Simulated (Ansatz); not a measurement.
Relaxed structures of CHLiN, doublet (PBE0-D4/def2-TZVP; forces vanish, vibrations not checked; lower isomers may exist, and structures with a doubtful reference or unclear bonds are left out; Å). Program: Ansatz 0.2.0. Basis: def2-TZVPP. Cores are frozen in the correlated methods; orbitals are unrestricted. The outer core shell of Li, Na, Mg and K is correlated.

(1) Rank them by CCSD(T) energy, lowest first, and give each one's height above the lowest. Links in brackets join atoms within 1.22 times the sum of their covalent radii (1.1 for two metals). (Judge from chemistry; the value comes from the calculation.)
A.
CHLiN ([Li]1[CH][N]1)
```
4
angstrom
Li 0.6550 -0.0169 2.2984
N -0.1082 0.0761 0.6104
C 1.0449 -0.2259 0.3758
H 1.5682 -0.4122 -0.5794
```
B.
a complex of CLiN + H
```
4
angstrom
Li -1.7175 0.6877 -0.1164
N -0.1081 0.0358 0.1705
C 0.9632 -0.3955 0.3625
H -3.9861 1.6155 -0.5140
```
C.
CHLiN ([Li][N][CH])
```
4
angstrom
Li -2.0371 0.4470 -0.2877
N -0.3690 0.0964 0.0655
C 0.7621 -0.1264 0.4198
H 1.6441 -0.4170 -0.1976
```
D.
CHLiN ([Li][C][NH])
```
4
angstrom
Li -2.1767 0.4683 -0.3787
N 0.7517 -0.1183 0.4623
C -0.3985 0.1123 0.1336
H 1.4712 -0.3792 -0.2233
```

T1 diagnostic: at most 0.026. ⟨S²⟩ of the unrestricted Hartree–Fock references: 0.75 to 0.78 (a pure state has 0.75).

Answers

(1) By the calculation: A (0.00 kcal/mol), C (7.52 kcal/mol), D (19.17 kcal/mol), B (26.47 kcal/mol). Heights count from the lowest.

For scale, one of the runs: CCSD(T)/def2-TZVPP, 95 basis functions, launched by `ansatz run in.yaml --threads 2 --pin off --events-out ev --progress --plain --max-ram 4352MiB`. The run took 6 s on 2 CPU threads of an AMD EPYC 7B13 (shared host), with 0.61 GiB of host memory at its peak.
